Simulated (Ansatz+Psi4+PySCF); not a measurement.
A calculation with PySCF 2.14.0.

```python
from pyscf import gto, scf, mp

mol = gto.M(atom="""
N -0.034600 -0.071500 0.085200
H -0.443800 0.855700 0.166500
H 0.973500 0.060800 0.074300
H -0.287800 -0.415900 -0.837400
""", basis='aug-cc-pvtz', charge=-1, spin=1)
mf = scf.UHF(mol)
mf.kernel()
pt = mp.MP2(mf, frozen=1).run()
print(mf.e_tot, pt.e_corr, pt.e_tot)
```

The script is written out from the run's settings.

Results

```yaml
Converged: yes
Reference_energy: -56.19082 hartree
Correlation_energy: -0.24614 hartree
Total_energy: -56.43695 hartree
Spin_squared_of_the_determinant: 0.750
```

Messages of the program:
```
WARN: HOMO 0.0197844562229044 >= LUMO 0.0197844562229044
WARN: HOMO 0.0197844562229044 >= LUMO 0.0197844562229044
```
